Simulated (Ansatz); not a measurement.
**SnH3, doublet: reading a ladder of total energies**

Geometry: a point of a stretch scan, not a stationary point.

```yaml
atoms:
  - { symbol: Sn, position_ang: [0.0082, 0.0144, -0.0198] }
  - { symbol: H, position_ang: [1.6252, 0.0279, 0.5511] }
  - { symbol: H, position_ang: [-0.8150, 1.4093, 0.5435] }
  - { symbol: H, position_ang: [-1.7744, -3.1276, 1.2345] }
```

Basis def2-SVP with its core potentials; Ansatz 0.2.0. Only valence electrons are correlated (noble-gas cores and the filled d shells of p-block atoms frozen), which leaves 7 electrons in 32 orbitals. R marks a restricted (for open shells ROHF) determinant. No spin–orbit coupling is included; scalar relativity enters through the core potentials alone.

Full CI is exact within this basis and frozen core; it isn't the basis-set limit.

Runs differ by some tens of microhartree through their thresholds and, for an open shell, their frozen cores, so steps under 0.03 kcal/mol mean nothing.

```tsv
level	total energy (hartree)
RHF	-214.958419
RMP2	-215.032838
RCCSD	-215.057326
RCCSD(T)	-215.059066
RCCSDT	-215.059573
RCCSDT(Q)	-215.059639
RCCSDTQ	-215.059657
full CI	-215.059658
```

**Question.** What is the correlation energy at full CI, and what share of it do RMP2 and RCCSD(T) recover?

**Answer.** E(corr) = -215.059658 − (-214.958419) = -0.101239 hartree = -2.755 eV. RMP2: -0.074419 / -0.101239 = 73.51 %. RCCSD(T): -0.100647 / -0.101239 = 99.42 %.

**Question.** By how many kcal/mol does RCCSD(T) miss full CI (1 hartree = 627.509 kcal/mol), and which steps make up the rest?

**Answer.** -215.059066 − (-215.059658) = 0.000592 hartree = 0.37 kcal/mol. Steps: RCCSDT − RCCSD(T) = -0.32, RCCSDT(Q) − RCCSDT = -0.04, RCCSDTQ − RCCSDT(Q) = -0.01, full CI − RCCSDTQ = 0.00 kcal/mol. That is within 1 kcal/mol of the reference in this basis, which itself misses far more of the correlation at the basis-set limit.
